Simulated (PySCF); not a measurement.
Gas-phase reaction: SiHCl + 2 Cl → SiHCl3

Energies from PySCF (xtb for GFN2), thermal terms from the rigid-rotor harmonic-oscillator model, ideal gas at 1 bar. † marks an energy on the PBE0/def2-TZVP geometry and frequencies; other levels use their own. 6-31G* has spherical d functions here. Open shells (unrestricted): Cl (multiplicity 2); the rest are closed-shell singlets. GFN2 has no spin-polarisation term. Spin-orbit splitting is ignored; it lowers the true energy and changes the entropy of Cl. B3LYP is the form with VWN-RPA correlation. SiHCl: computed as isolated molecules; such fragments, hydroxides, amides, oligomers or adducts are transient or little studied in the gas.

```csv
level,"ΔH°(298 K), kJ"
B3LYP/6-31G*,-717
B3LYP/def2-TZVP†,[?]
BLYP/def2-TZVP†,[?]
GFN2-xTB,[?]
HF/6-31G*,-590
PBE/def2-TZVP†,-792
LDA/def2-TZVP†,-905
ωB97M-V/def2-TZVP†,-798
ωB97X-V/def2-TZVP†,[?]
```

Question: Fill in the missing entries.

Answer: 
- B3LYP/def2-TZVP†, ΔH°(298 K), kJ: -746
- BLYP/def2-TZVP†, ΔH°(298 K), kJ: -726
- GFN2-xTB, ΔH°(298 K), kJ: -726
- ωB97X-V/def2-TZVP†, ΔH°(298 K), kJ: -804
